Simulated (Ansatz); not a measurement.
Ansatz (an electronic-structure program) input (CCSD(T)/6-31+G*): A basis named .json is the Basis Set Exchange file of that set (core-valence sets with the plain set on hydrogen).

Ansatz 0.2 input:
```yaml
crystal:
  periodic: [false, false, false]
  atoms:
    - {symbol: H, position_ang: [-0.00000000, -0.00000000, -0.37201156]}
    - {symbol: H, position_ang: [0.00000000, 0.00000000, 0.37201156]}
basis:
  gaussian:
    orbitals: 6-31+G_.json
magnetization: {spin_polarized: false}
correlation: {method: ccsd_t, electrons: outside_noble_gas}
```

Output:

```
Functional definition: HF
integrals: 0.00 GiB planned
64 factors; integrals over basis functions are off by at most 1.7e-3 eV
mean field: 0.03 GiB planned
mean field evaluation 1: about -30.6119 eV, gradient 3.6e0 eV
mean field evaluation 2: about -30.6097 eV, gradient 3.5e0 eV
mean field evaluation 4: about -30.6588 eV, gradient 7.1e-4 eV
mean field evaluation 8: about -30.6119 eV, gradient 3.6e0 eV
mean field -30.65877348 eV, -1.1266891440 hartree, gradient 2.3e-6 eV, S^2 0.000000; 1 other end points of the search recorded, 0 dependent functions left out
reference -30.65877348 eV, -1.1266891440 hartree; 1, 1 occupied and 3, 3 virtual orbitals, 64 factors
second order -0.47411522 eV of doubles, -0.00000000 eV of singles
coupled cluster: 0.03 GiB planned
cycle   1  -0.61320022 eV  change   -1.4e-1 eV  update   2.7e-2
cycle   2  -0.68034813 eV  change   -6.7e-2 eV  update   9.7e-3
cycle   3  -0.68038595 eV  change   -3.8e-5 eV  update   8.5e-4
cycle   4  -0.68052649 eV  change   -1.4e-4 eV  update   6.5e-5
cycle   5  -0.68048950 eV  change    3.7e-5 eV  update   5.5e-6
cycle   6  -0.68049549 eV  change   -6.0e-6 eV  update   9.3e-7
cycle   7  -0.68049539 eV  change    1.0e-7 eV  update   1.2e-7
perturbative correction -0.00000000 eV, -0.0000000000 hartree
Total energy: -31.33926887 eV, -1.1516968883 hartree
```
